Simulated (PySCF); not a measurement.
Stepwise substitution at one centre (B Cl-I). Isolated molecules, 0 K electronic values unless said otherwise. Strings in code marks are SMILES.

All values below come from CAM-B3LYP-D3(BJ)/def2-TZVP (PySCF). All candidates: neutral, multiplicity 1. Excitations are Tamm–Dancoff values on a coarser integration grid. The basis has no diffuse functions, so Rydberg states are missing or too high.

T1 excitation (TDA): 5.74 eV
HOMO–LUMO gap: 9.95 eV
HOMO: -10.46 eV

Which member has these values?
A) `ClB(I)I`
B) `IB(I)I`
C) `ClB(Cl)I`
D) `ClB(Cl)Cl`

D, `ClB(Cl)Cl`. The others give `ClB(Cl)I`: 4.62 eV, 8.31 eV, -9.14 eV; `ClB(I)I`: 4.09 eV, 7.66 eV, -8.81 eV; `IB(I)I`: 3.68 eV, 7.16 eV, -8.60 eV
